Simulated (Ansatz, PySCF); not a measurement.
Molecule: BF3, net charge -1, doublet state. 
Structure (B3LYP-D3(BJ)/def2-TZVP (Ansatz, a quantum-chemistry and plane-wave program) minimum search):
```xyz
4

B     -0.0920     0.1354     0.3357
F     -1.1049    -0.7459    -0.0790
F      0.0222     1.2123    -0.5598
F      1.1338    -0.5415     0.4523
```
Charge -1, spin multiplicity 2.

Total electronic energies in hartree. Valence correlation only, unless marked. UHF or UKS for open shells. Spin-orbit coupling is left out. Non-relativistic. Basis-set limits of correlation are two-point, X^-3; Hartree-Fock from the larger set. [CCSD(T)-MP2]/basis is that difference in the basis named.

```json
[
 {"level": "HF-D3(BJ)/def2-TZVPD", "program": "PySCF + dftd3", "energy (Eh)": "-323.30944"},
 {"level": "TPSSh-D4/def2-TZVPD", "program": "PySCF + dftd4", "energy (Eh)": "?"},
 {"level": "B2GP-PLYP-D3(BJ)/def2-TZVPD", "program": "Ansatz + dftd3", "energy (Eh)": "?"},
 {"level": "B2PLYP-D3(BJ)/def2-TZVPD", "program": "Ansatz + dftd3", "energy (Eh)": "-324.51487"},
 {"level": "MP2/6-31G*", "program": "Ansatz", "energy (Eh)": "-323.70449"},
 {"level": "RI-MP2/aug-cc-pVTZ", "program": "Ansatz", "energy (Eh)": "-324.16106"},
 {"level": "SCS-MP2/aug-cc-pVDZ", "program": "Ansatz", "energy (Eh)": "-323.85309"},
 {"level": "CCSD/cc-pVDZ", "program": "Ansatz", "energy (Eh)": "-323.78504"},
 {"level": "RI-MP2/CBS(aug-cc-pVTZ,aug-cc-pVQZ)+[CCSD(T)-MP2]/aug-cc-pVDZ", "program": "Ansatz", "energy (Eh)": "-324.3246"}
]
```

**Question.** What belongs in the gaps?

**Answer.** 
- TPSSh-D4/def2-TZVPD, energy (Eh): -324.68039
- B2GP-PLYP-D3(BJ)/def2-TZVPD, energy (Eh): -324.46260
